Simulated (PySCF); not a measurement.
**C3H4FN: full NMR table**

```yaml
Formula: C3H4FN
SMILES: C=N/C=C/F
Point_group_of_the_computed_structure: Cs
Degrees_of_unsaturation: 2
Carbon_signals: 3
Proton_signals: 4
```

Molfile (atoms numbered from 1):
```
C3H4FN
     RDKit          3D

  9  8  0  0  0  0  0  0  0  0999 V2000
   -1.7934    0.0009   -0.1615 C   0  0  0  0  0  0  0  0  0  0  0  0
   -0.6445   -0.5381   -0.2214 N   0  0  0  0  0  0  0  0  0  0  0  0
    0.4775    0.2696   -0.1793 C   0  0  0  0  0  0  0  0  0  0  0  0
    1.6887   -0.2964   -0.2379 C   0  0  0  0  0  0  0  0  0  0  0  0
    2.8008    0.4181   -0.1987 F   0  0  0  0  0  0  0  0  0  0  0  0
   -1.9479    1.0945   -0.0781 H   0  0  0  0  0  0  0  0  0  0  0  0
   -2.6889   -0.6332   -0.1919 H   0  0  0  0  0  0  0  0  0  0  0  0
    0.3890    1.3649   -0.0974 H   0  0  0  0  0  0  0  0  0  0  0  0
    1.8445   -1.3759   -0.3198 H   0  0  0  0  0  0  0  0  0  0  0  0
  1  2  2  0
  2  3  1  0
  3  4  2  0
  4  5  1  0
  1  6  1  0
  1  7  1  0
  3  8  1  0
  4  9  1  0
M  END
```

[PySCF: J couplings at B3LYP/pcJ-1; structure optimised with PBE0-D3(BJ)/def2-SVP; shieldings: GIAO PBE0/pcSseg-1; no solvent model; non-relativistic Hamiltonian; one conformer]

Shifts are taken against calculated references (same method and geometry level): TMS for 1H (σ = 31.27 ppm), 13C (σ = 184.41 ppm); 19F (σ = 177.25 ppm) vs CFCl3; NH3 for 15N (σ = 265.67 ppm).

| carbon | δC, type | δH (multiplicity, J in Hz) | HMBC from (abs. J ≥ 3 Hz) | span of the C tensor (ppm) |
| --- | --- | --- | --- | --- |
| C1 | 155.3, CH2 | H6 7.37 (ddd, 18.3, 2.0, 1.3); H7 7.07 (m) | H8 | 182 |
| C3 | 136.6, CH | 6.85 (ddd, 10.9, 5.4, 1.7) | H9, H6, H7 | 142 |
| C4 | 167.8, CH | 7.61 (ddt, 86.3, 10.9, 1.2) | – | 151 |

Other nuclei:
```json
{"atoms": "F5", "nucleus": "19F", "environment": "vinylic fluorine", "δ (ppm)": "-124.2", "σ (ppm)": "301.5"}
{"atoms": "N2", "nucleus": "15N", "environment": "imine nitrogen", "δ (ppm)": "387.2", "σ (ppm)": "-121.5"}
```

Selected couplings (Hz, signed; the shortest-range and largest first, 30 at most; isotopes 13C, 19F, 1H, 15N): 1J(C4,F5) -349.5, 1J(C4,H9) 209.8, 1J(C1,H7) 195.1, 1J(C3,H8) 166.5, 1J(C1,H6) 164.1, 1J(C3,C4) 112.8, 1J(C1,N2) -8.4, 1J(N2,C3) -1.4, 2J(F5,H9) 86.3, 2J(C3,F5) 29.9, 2J(H6,H7) 18.3, 2J(N2,C4) -14.3, 2J(N2,H7) -11.9, 2J(C1,C3) -6.5, 2J(N2,H6) 4.3, 2J(N2,H8) 1.4, 3J(C1,C4) 18.7, 3J(H8,H9) 10.9, 3J(F5,H8) 5.4, 3J(N2,H9) -1.8, 4J(C1,F5) 23.1, 4J(H7,H8) -1.7.

1. Carbon types of the structure: 2 × CH, 1 × CH2, which accounts for all hydrogens.
2. δC 167.8, 136.6: alkene CH.
3. δC 155.3: C=N carbon.
4. δH 7.61, 6.85: hydrogen on an alkene CH; olefinic region.
5. δH 7.37, 7.07: hydrogen on a C=N carbon.
6. The protons at 6.85 and 7.61 share a coupling of 10.9 Hz (vicinal, trans across C=C).

C–F couplings over four or more bonds (about 3 Hz to the para carbon of a fluoroarene) are left out. Common functionals overestimate the size of one-bond C–F couplings by tens of Hz; these are unscaled. Splittings below 1 Hz are ignored in the labels, and close J values are merged. Unscaled 3J(H,H) at this level run about 10 % above measured values. Shifts are as computed. Against solution values, carbons near 30 ppm lie about +2 ppm off and those near 130 ppm about +5 ppm. Of 1211 compounds with measured shifts, 218 miss one by over three times the rms of a fit or turn the order of signals round; such compounds aren't used in these exercises. Unscaled 19F shifts against computed CFCl3 carry errors that often reach 10 to 50 ppm. Experimental scales use liquid or dissolved standards, which lie at an offset from isolated NH3 (liquid NH3: subtract about 20 ppm). Unscaled 15N shifts of sp2 nitrogen come out 20 to 40 ppm too high even then.
